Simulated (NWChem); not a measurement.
All runs are NWChem calculations. System: BF3, charge 0, spin multiplicity 1, at a geometry optimised with PBE/def2-SVP. The structure started from a generated list of species. Level: EOM-CCSD/def2-SVP, 4 core orbitals frozen.

Input file:

```
start mol
memory heap 100 mb stack 700 mb global 1900 mb
geometry units angstroms nocenter noautoz
  B      0.000000     0.000000     0.000002
  F      0.000000     0.000000     1.323240
  F      1.145972     0.000000    -0.661620
  F     -1.145972     0.000000    -0.661620
  symmetry group C2v
end
basis spherical
  * library def2-svp
end
scf
  rhf
  nopen 0
  maxiter 100
  thresh 1e-7
  semidirect memsize 60000000 filesize 0
end
tce
  freeze core 4
  ccsd
  nroots 1
  2eorb
  2emet 13
  thresh 1e-5
  maxiter 200
  tilesize 24
end
task tce energy
```

Part of the output:

```
             Northwest Computational Chemistry Package (NWChem) 7.3.0
             --------------------------------------------------------

                                NWChem Input Module
                                -------------------

 Scaling coordinates for geometry "geometry" by  1.889725989
 (inverse scale =  0.529177249)

 Turning off AUTOSYM since
 SYMMETRY directive was detected!

                             Geometry "geometry" -> ""
                             -------------------------

 Output coordinates in angstroms (scale by  1.889725989 to convert to a.u.)

  No.       Tag          Charge          X              Y              Z
 ---- ---------------- ---------- -------------- -------------- --------------
    1 B                    5.0000     0.00000000     0.00000000     0.00000200
    2 F                    9.0000     0.00000000     0.00000000     1.32324000
    3 F                    9.0000     1.14597200     0.00000000    -0.66162000
    4 F                    9.0000    -1.14597200     0.00000000    -0.66162000

 Effective nuclear repulsion energy (a.u.)     110.0931377882

            Nuclear Dipole moment (a.u.)
            ----------------------------
        X                 Y               Z
 ---------------- ---------------- ----------------
     0.0000000000     0.0000000000     0.0000188973

      Symmetry information
      --------------------

 Group name             C2v
 Group number             16
 Group order               4
 No. of unique centers     3

      Symmetry unique atoms

     1    2    3


 Summary of "ao basis" -> "" (spherical)
 ------------------------------------------------------------------------------
       Tag                 Description            Shells   Functions and Types
 ---------------- ------------------------------  ------  ---------------------
 *                          def2-svp                  on all atoms

 Summary of "ao basis" -> "ao basis" (spherical)
 ------------------------------------------------------------------------------
       Tag                 Description            Shells   Functions and Types
 ---------------- ------------------------------  ------  ---------------------
 B                          def2-svp                 6       14   3s2p1d
 F                          def2-svp                 6       14   3s2p1d

                                 NWChem SCF Module
                                 -----------------

  ao basis        = "ao basis"
  functions       =    56
  atoms           =     4
  closed shells   =    16
  open shells     =     0
  charge          =   0.00
  wavefunction    = RHF
  use symmetry    = T
  symmetry adapt  = T

 Summary of "ao basis" -> "ao basis" (spherical)
 ------------------------------------------------------------------------------
       Tag                 Description            Shells   Functions and Types
 ---------------- ------------------------------  ------  ---------------------
 B                          def2-svp                 6       14   3s2p1d
 F                          def2-svp                 6       14   3s2p1d

      Symmetry analysis of basis
      --------------------------

        a1         24
        a2          6
        b1         16
        b2         10

 Forming initial guess at       0.0s

      Superposition of Atomic Density Guess
      -------------------------------------

 Sum of atomic energies:        -322.38152877

      Non-variational initial energy
      ------------------------------

 Total energy =    -323.216247
 1-e energy   =    -667.998397
 2-e energy   =     234.689012
 HOMO         =      -0.628088
 LUMO         =       0.092533

      Symmetry analysis of molecular orbitals - initial
      -------------------------------------------------

  Numbering of irreducible representations:

     1 a1          2 a2          3 b1          4 b2

  Orbital symmetries:

     1 a1          2 a1          3 b1          4 a1          5 a1
     6 a1          7 b1          8 a1          9 b1         10 a1
    11 b2         12 b1         13 a1         14 b2         15 a2
    16 b1         17 a1         18 b2         19 a1         20 b1
    21 b2         22 a1         23 b1         24 a1         25 a2
    26 b2

 Starting SCF solution at       0.1s

 ----------------------------------------------
         Quadratically convergent ROHF

 Convergence threshold     :          1.000E-07
 Maximum no. of iterations :          100
 Final Fock-matrix accuracy:          1.000E-09
 ----------------------------------------------

              iter       energy          gnorm     gmax       time
             ----- ------------------- --------- --------- --------
                 1     -322.8637109282  1.19D+00  3.87D-01      0.1
                 2     -322.9299750778  2.51D-01  1.08D-01      0.1
                 3     -322.9340473697  6.16D-02  1.76D-02      0.1
                 4     -322.9342632414  7.01D-04  2.23D-04      0.1
                 5     -322.9342632897  3.31D-07  1.09D-07      0.2
                 6     -322.9342632897  5.74D-09  1.99D-09      0.2

       Final RHF  results
       ------------------

         Total SCF energy =   -322.934263289705
      One-electron energy =   -669.322083986657
      Two-electron energy =    236.294682908771
 Nuclear repulsion energy =    110.093137788181

        Time for solution =      0.1s

       Symmetry analysis of molecular orbitals - final
       -----------------------------------------------

  Numbering of irreducible representations:

     1 a1          2 a2          3 b1          4 b2
[...]
   0.0300612178234   0.4870350026034   13.25290     0.3     0.3

 Iteration   9 using    9 trial vectors
   0.0240115001763   0.4862254869579   13.23087     0.3     0.3

 Iteration  10 using   10 trial vectors
   0.0112652460473   0.4858191890365   13.21982     0.3     0.3

 Iteration  11 using   11 trial vectors
   0.0055050271801   0.4857177815081   13.21706     0.3     0.3

 Iteration  12 using   12 trial vectors
   0.0032141703757   0.4857056984485   13.21673     0.3     0.3

 Iteration  13 using   13 trial vectors
   0.0018727844592   0.4857081687863   13.21680     0.3     0.3

 Iteration  14 using   14 trial vectors
   0.0008468213304   0.4857184060527   13.21708     0.3     0.3

 Iteration  15 using   15 trial vectors
   0.0003507143907   0.4857164053652   13.21702     0.3     0.3

 Iteration  16 using   16 trial vectors
   0.0001608822887   0.4857150555916   13.21698     0.3     0.3

 Iteration  17 using   17 trial vectors
   0.0000841240860   0.4857152299011   13.21699     0.3     0.3

 Iteration  18 using   18 trial vectors
   0.0000489917478   0.4857155811706   13.21700     0.3     0.3

 Iteration  19 using   19 trial vectors
   0.0000296091566   0.4857154179341   13.21699     0.3     0.3

 Iteration  20 using   20 trial vectors
   0.0000202760092   0.4857154955111   13.21700     0.3     0.3

 Iteration  21 using   21 trial vectors
   0.0000111805477   0.4857154353130   13.21700     0.3     0.3

 Iteration  22 using   22 trial vectors
   0.0000046741357   0.4857153893019   13.21699     0.3     0.3
 --------------------------------------------------------------
 Iterations converged
 ------------------

 Excited state root  1
 Excitation energy / hartree =        0.485715389301911
                   / eV      =       13.216993850160000
 largest EOMCCSD amplitudes: R1 and R2

 Singles contributions
    18a1  (alpha) ---    13a1  (alpha)       -0.3543410778
    20b1  (alpha) ---    16b1  (alpha)        0.1516164487
    17b2  (alpha) ---    14b2  (alpha)       -0.8167707972
    21b2  (alpha) ---    14b2  (alpha)        0.2186676051

 Doubles contributions

 =========================================
 Excited-state calculation ( a2  symmetry)
 =========================================
 Dim. of EOMCC iter. space      500

 EOMCCSD SOLVER TYPE  1
  maxdiff =   0.83397018997139138

 No. of initial right vectors    1

 EOM-CCSD right-hand side iterations
 --------------------------------------------------------------
      Residuum       Omega / hartree  Omega / eV    Cpu    Wall
 --------------------------------------------------------------

 Iteration   1 using    1 trial vectors
   0.8897380886029   0.6252113941754   17.01287     0.4     0.4

 Iteration   2 using    2 trial vectors
   0.1365667513817   0.4439116143791   12.07945     0.3     0.3

 Iteration   3 using    3 trial vectors
   0.0866870505221   0.4359820156360   11.86368     0.3     0.3

 Iteration   4 using    4 trial vectors
   0.0463904375364   0.4316065842705   11.74462     0.3     0.3

 Iteration   5 using    5 trial vectors
   0.0171120242595   0.4293469364652   11.68313     0.3     0.3

 Iteration   6 using    6 trial vectors
   0.0046116610189   0.4293205696144   11.68241     0.3     0.3

 Iteration   7 using    7 trial vectors
   0.0014313362898   0.4293048688863   11.68198     0.3     0.3

 Iteration   8 using    8 trial vectors
   0.0004116294402   0.4293030386693   11.68194     0.3     0.3

 Iteration   9 using    9 trial vectors
   0.0001114131554   0.4293051625236   11.68199     0.3     0.3

 Iteration  10 using   10 trial vectors
   0.0000403574145   0.4293046289984   11.68198     0.3     0.3

 Iteration  11 using   11 trial vectors
   0.0000259509892   0.4293048597755   11.68198     0.3     0.3

 Iteration  12 using   12 trial vectors
   0.0000123323928   0.4293047134063   11.68198     0.3     0.3

 Iteration  13 using   13 trial vectors
   0.0000042985783   0.4293046795830   11.68198     0.3     0.3
 --------------------------------------------------------------
 Iterations converged
 ------------------

 Excited state root  1
 Excitation energy / hartree =        0.429304679583009
                   / eV      =       11.681979683716829
 largest EOMCCSD amplitudes: R1 and R2

 Singles contributions
    17b2  (alpha) ---    16b1  (alpha)        0.9064444185
    21b2  (alpha) ---    16b1  (alpha)       -0.2438497616

 Doubles contributions

 =========================================
 Excited-state calculation ( b1  symmetry)
 =========================================
 Dim. of EOMCC iter. space      500

 EOMCCSD SOLVER TYPE  1
  maxdiff =   0.83464560815306743

 No. of initial right vectors    1

 EOM-CCSD right-hand side iterations
 --------------------------------------------------------------
      Residuum       Omega / hartree  Omega / eV    Cpu    Wall
 --------------------------------------------------------------

 Iteration   1 using    1 trial vectors
   0.8634239156976   0.6468973037219   17.60298     0.4     0.4

 Iteration   2 using    2 trial vectors
   0.1330479022281   0.4708029989921   12.81121     0.3     0.3

 Iteration   3 using    3 trial vectors
   0.0627394550039   0.4646547779533   12.64391     0.3     0.3

 Iteration   4 using    4 trial vectors
   0.0382017565086   0.4617202764281   12.56405     0.3     0.3

 Iteration   5 using    5 trial vectors
   0.0159307034956   0.4601042405980   12.52008     0.3     0.3

 Iteration   6 using    6 trial vectors
   0.0056201975879   0.4600291517824   12.51804     0.3     0.3

 Iteration   7 using    7 trial vectors
   0.0027785607512   0.4599611864171   12.51619     0.3     0.3

 Iteration   8 using    8 trial vectors
   0.0013863057279   0.4599712105611   12.51646     0.3     0.3

 Iteration   9 using    9 trial vectors
   0.0006000430658   0.4599718787998   12.51648     0.3     0.3

 Iteration  10 using   10 trial vectors
   0.0002598003862   0.4599704619348   12.51644     0.3     0.3

 Iteration  11 using   11 trial vectors
   0.0001064530355   0.4599706382386   12.51644     0.3     0.3

 Iteration  12 using   12 trial vectors
   0.0000483280298   0.4599695366764   12.51641     0.3     0.3

 Iteration  13 using   13 trial vectors
   0.0000201420548   0.4599698021302   12.51642     0.3     0.3

 Iteration  14 using   14 trial vectors
   0.0000076509757   0.4599698127376   12.51642     0.3     0.3
 --------------------------------------------------------------
 Iterations converged
 ------------------

 Excited state root  1
 Excitation energy / hartree =        0.459969812737576
                   / eV      =       12.516420768445016
 largest EOMCCSD amplitudes: R1 and R2

 Singles contributions
    18a1  (alpha) ---    16b1  (alpha)        0.9176290591
    19a1  (alpha) ---    12b1  (alpha)        0.1117850604
    22a1  (alpha) ---    16b1  (alpha)        0.1244298952
    20b1  (alpha) ---    13a1  (alpha)       -0.1117922916

 Doubles contributions

 =========================================
 Excited-state calculation ( b2  symmetry)
 =========================================
 Dim. of EOMCC iter. space      500

 EOMCCSD SOLVER TYPE  1
  maxdiff =   0.85992827954074536

 No. of initial right vectors    1

 EOM-CCSD right-hand side iterations
 --------------------------------------------------------------
      Residuum       Omega / hartree  Omega / eV    Cpu    Wall
 --------------------------------------------------------------

 Iteration   1 using    1 trial vectors
   0.8363641259218   0.6694894961710   18.21774     0.4     0.4

 Iteration   2 using    2 trial vectors
   0.1361210134102   0.5016513905756   13.65063     0.3     0.3

 Iteration   3 using    3 trial vectors
   0.0699084361321   0.4946055160048   13.45891     0.3     0.3

 Iteration   4 using    4 trial vectors
   0.0412710868325   0.4914061283788   13.37185     0.3     0.3

 Iteration   5 using    5 trial vectors
   0.0202528522423   0.4892736099059   13.31382     0.3     0.3

 Iteration   6 using    6 trial vectors
   0.0093332439659   0.4890832234393   13.30864     0.3     0.3

 Iteration   7 using    7 trial vectors
   0.0087230322615   0.4888924056747   13.30344     0.3     0.3

 Iteration   8 using    8 trial vectors
   0.0096835480962   0.4888449113651   13.30215     0.3     0.3

 Iteration   9 using    9 trial vectors
   0.0166224480310   0.4887711623732   13.30015     0.3     0.3

 Iteration  10 using   10 trial vectors
   0.1103475157901   0.4859480536389   13.22332     0.3     0.3

 Iteration  11 using   11 trial vectors
   0.0737810359739   0.4740799279240   12.90038     0.3     0.3

 Iteration  12 using   12 trial vectors
   0.0314529805023   0.4722816434256   12.85144     0.3     0.3

 Iteration  13 using   13 trial vectors
   0.0189839180753   0.4710302282284   12.81739     0.3     0.3

 Iteration  14 using   14 trial vectors
   0.0142867891858   0.4713355992700   12.82570     0.3     0.3

 Iteration  15 using   15 trial vectors
   0.0095604738806   0.4707063172558   12.80858     0.3     0.3

 Iteration  16 using   16 trial vectors
   0.0043631459133   0.4709679219052   12.81569     0.3     0.3

 Iteration  17 using   17 trial vectors
   0.0017052816870   0.4708117647921   12.81145     0.3     0.3

 Iteration  18 using   18 trial vectors
   0.0006052729965   0.4708683121007   12.81298     0.3     0.3

 Iteration  19 using   19 trial vectors
   0.0002682013637   0.4708478351369   12.81243     0.3     0.3

 Iteration  20 using   20 trial vectors
   0.0001294502007   0.4708547668612   12.81262     0.3     0.3

 Iteration  21 using   21 trial vectors
   0.0000571638363   0.4708516410460   12.81253     0.3     0.3

 Iteration  22 using   22 trial vectors
   0.0000236365556   0.4708525704121   12.81256     0.3     0.3

 Iteration  23 using   23 trial vectors
   0.0000094422328   0.4708522946683   12.81255     0.3     0.3
 --------------------------------------------------------------
 Iterations converged
 ------------------

 Excited state root  1
 Excitation energy / hartree =        0.470852294668329
                   / eV      =       12.812548294813826
 largest EOMCCSD amplitudes: R1 and R2

 Singles contributions
    18a1  (alpha) ---    14b2  (alpha)       -0.1141568487
    17b2  (alpha) ---    13a1  (alpha)        0.8954782352
    21b2  (alpha) ---    13a1  (alpha)       -0.2513555542

 Doubles contributions

 Task  times  cpu:       26.3s     wall:       26.3s

 Total times  cpu:       26.3s     wall:       26.3s
```
